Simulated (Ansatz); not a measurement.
Relaxation of ClH₅OSi (8 atoms, charge 0, multiplicity 1), to a largest force component of 0.03 eV/Å in at most 50 steps.

These are results of RKS LDA/def2-SVP in Ansatz, not measurements.

```xyz
8
Properties=species:S:1:pos:R:3:forces:R:3
Si -0.533 -0.123 -1.008 0.38 0.32 0.25
O 0.533 -0.298 1.859 -0.20 0.01 -0.08
H 0.070 -1.478 -0.801 0.01 0.00 -0.02
H -0.941 0.046 -2.445 0.00 0.00 0.01
H -1.708 0.127 -0.112 0.00 0.00 0.00
H 1.360 -0.283 1.343 0.14 0.00 -0.09
Cl 0.931 1.362 -0.663 -0.32 -0.34 -0.07
H 0.288 0.649 1.829 -0.01 0.01 0.00
```

**Question.** Where does it end, and by what steps?

**Answer.** The forces met the threshold. The force dipped under the threshold on the way, but the program's further checks kept it going. After 19 steps the energy has fallen by 0.060 eV; H8 moved furthest, 0.54 Å.

| step | energy less start (eV) | largest force component (eV/Å) | accepted |
| --- | --- | --- | --- |
| 0 | 0.0000 | 0.382 | yes |
| 1 | -0.0126 | 0.787 | yes |
| 2 | 0.0216 | 1.210 | no |
| 3 | -0.0026 | 0.595 | no |
| 4 | -0.0388 | 0.216 | yes |
| 5 | -0.0407 | 0.119 | yes |
| 6 | -0.0426 | 0.015 | yes |
| 7 | -0.0431 | 0.031 | yes |
| 8 | -0.0123 | 1.338 | no |
| 9 | -0.0461 | 0.050 | yes |
| 10 | -0.0478 | 0.138 | yes |
| 11 | -0.0383 | 0.948 | no |
| 12 | -0.0505 | 0.045 | yes |
| 13 | -0.0527 | 0.167 | yes |
| 14 | -0.0517 | 0.653 | no |
| 15 | -0.0562 | 0.073 | yes |
| 16 | -0.0584 | 0.039 | yes |
| 17 | -0.0588 | 0.115 | yes |
| 18 | -0.0592 | 0.227 | yes |
| 19 | -0.0601 | 0.004 | yes |

```xyz
8
Properties=species:S:1:pos:R:3
Si -0.451 -0.130 -0.926
O 0.555 -0.365 1.589
H 0.029 -1.534 -0.745
H -0.954 0.032 -2.338
H -1.561 0.284 -0.007
H 1.236 0.212 1.175
Cl 1.138 1.233 -0.840
H 0.007 0.268 2.092
```

Whether the end is a true minimum wasn't checked by a vibrational analysis.

Run time: 14 s on 2 threads of Arm Neoverse V2, with other jobs on the host, peak memory 0.14 GiB.
